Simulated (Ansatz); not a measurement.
## As (model structure, started from the lonsdaleite type, P6₃/mmc, No. 194, 4 atoms in the cell): equilibrium lattice constant a by level of theory

No measured value is used here.

```tsv
level (code)	value (Å)
PBE (Ansatz)	4.615
PBEsol (Ansatz)	4.549
PBE-D3(BJ) (Ansatz)	[?]
```

### Question
Complete the blanks.

### Answer

- PBE-D3(BJ) (Ansatz, a program for electronic structure), value (Å): 4.553

Ansatz's density-functional and Hartree–Fock values are scalar-relativistic unless marked +SOC, with PAW data made under PBE.

A model structure was made by putting elements into a prototype or built by hand; it is no filed structure, need not be a known phase, and can be a saddle point held by its symmetry.
